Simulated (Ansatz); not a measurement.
Mulliken charges of `ClCC(Cl)Cl` from PBE/def2-TZVPP in Ansatz (PBE0-D4/def2-TZVP geometry).

| atom | x (Å) | y (Å) | z (Å) | charge (e) |
| --- | --- | --- | --- | --- |
| Cl1 | -1.676 | -1.047 | 0.875 | -0.126 |
| C2 | -0.760 | 0.200 | 0.012 | -0.106 |
| C3 | 0.694 | -0.184 | -0.122 | 0.025 |
| Cl4 | 1.510 | -0.230 | 1.443 | -0.088 |
| Cl5 | 1.473 | 0.988 | -1.206 | -0.100 |
| H6 | -1.194 | 0.300 | -0.982 | 0.129 |
| H7 | -0.858 | 1.139 | 0.554 | 0.128 |
| H8 | 0.811 | -1.166 | -0.574 | 0.138 |

By hand: the dipole of these point charges (1 e Å = 4.8032 D).

Σ q r = (-0.123, 0.051, -0.256) e Å, of length 0.289 e Å = 1.39 D.

How does the dipole of the full density compare? (Estimate.)

The calculation gave: (-0.111, 0.049, -0.216) e Å, 1.19 D; the point charges give 1.17 times that, at 2° from its direction.

Point charges leave out the atoms' own dipoles, such as those of lone pairs, and Mulliken's split depends on the basis, so the two needn't agree.
